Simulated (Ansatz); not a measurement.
## Two structures, one formula

Two relaxed structures of AlSiH3F (charge -1), closed shell (PBE0-D4/def2-TZVPD; forces vanish, vibrations not checked).

A:

```
6
angstrom
F -1.5324 -1.7067 0.8458
Si -0.6486 -0.9893 -0.3691
Al 0.5112 1.0026 0.1741
H 0.2971 -2.1105 -0.7595
H 1.4600 1.6108 -0.9997
H -0.0873 2.1929 1.1084
```

B:

F1  (-1.639, -1.598, 0.843)
Si2  (0.881, 1.034, 0.529)
Al3  (-0.329, -0.952, -0.024)
H4  (0.127, -2.138, -1.049)
H5  (1.146, 1.396, -0.935)
H6  (-0.306, 1.964, 0.771)
(Å)

Program: Ansatz 0.2.0. Basis: def2-TZVPPD. Cores are frozen in the correlated methods. B3LYP uses VWN-RPA correlation.

Task: Which structure is lower at CCSD(T), and by how much? (Judge from chemistry; the value comes from the calculation.)

Result: By the calculation: B, by 98.0 kJ/mol (electronic energy, against the other). By their contacts, A is AlSiH₃F ([F][SiH][AlH2]), total charge -1 and B is AlSiH₃F ([F][AlH][SiH2]), total charge -1.

All methods give the same order:

```json
{"method": "PBE-D4", "E(B) − E(A) (kJ/mol)": "-95.7"}
{"method": "r2SCAN-D4", "E(B) − E(A) (kJ/mol)": "-98.4"}
{"method": "PBE0-D4", "E(B) − E(A) (kJ/mol)": "-99.2"}
{"method": "B3LYP-D4", "E(B) − E(A) (kJ/mol)": "-95.8"}
{"method": "wB97M-V", "E(B) − E(A) (kJ/mol)": "-103.2"}
{"method": "HF", "E(B) − E(A) (kJ/mol)": "-95.6"}
{"method": "MP2", "E(B) − E(A) (kJ/mol)": "-107.3"}
{"method": "CCSD", "E(B) − E(A) (kJ/mol)": "-99.3"}
{"method": "CCSD(T)", "E(B) − E(A) (kJ/mol)": "-98.0"}
```

The T1 diagnostic stays at or below 0.021. The restricted Hartree–Fock reference is unstable towards an unrestricted one at one or more of these structures.

Labels in which every atom is bracketed show which atoms are joined, not bond orders.

For scale, one of the runs: CCSD(T)/def2-TZVPPD, 187 basis functions, launched by `ansatz run in.yaml --threads 2 --pin off --events-out ev --progress --plain --max-ram 4352MiB`. Hardware: 2 CPU threads of an Arm Neoverse V1, shared host. Wall time 33 s; peak host memory 1.8 GiB.
